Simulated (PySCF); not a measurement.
methylsilane: calculation against experiment

**Experimental background.**

From NIST CCCBDB Release 22 (SRD 101), experimental dipoles, for the gas: dipole moment (microwave Stark effect) 0.735 D.

The runs below try to reproduce these values; the comparison stands at the end.

Compound: methylsilane, CH6Si.
Numbering: `[CH3:1][SiH3:2]` (hydrogens: H3, H4, H5 on C1; H6, H7, H8 on Si2)

Cartesian coordinates in Å at the GFN2-xTB level; atoms count from 1:
```xyz
8
CH6Si angstrom
C     -0.975   -0.115    0.016
Si     0.907    0.108   -0.021
H     -1.439    0.562    0.729
H     -1.248   -1.128    0.300
H     -1.415    0.082   -0.958
H      1.228    1.483   -0.413
H      1.494   -0.823   -0.987
H      1.458   -0.159    1.310
```

The PySCF runs (gas phase, on this GFN2-xTB geometry; no spin–orbit coupling):

```csv
level,job,basis functions
PBE0/pcSseg-1,"shieldings, charges and field gradients",71
CAM-B3LYP/def2-SVPD,"8 singlets by full TDDFT, 3 Tamm–Dancoff triplets, polarisability",92
```

Results beside the measurements:

**Dipole moment.** Measured: 0.735 D (NIST CCCBDB Release 22 (SRD 101), experimental dipoles).

```csv
level,computed (D),computed − measured (D),% (from the printed values)
PBE0/pcSseg-1,0.561,-0.174,-24
CAM-B3LYP/def2-SVPD,0.568,-0.167,-23
```

Closest is CAM-B3LYP/def2-SVPD (-0.167 D), furthest PBE0/pcSseg-1 (-0.174 D); one molecule doesn't rank methods. The computed dipoles belong to one fixed geometry; measured ones are averaged over vibrations unless marked μe. Magnitudes are compared, not signs.

No measured geometry was used, and the causes of the misses weren't examined.
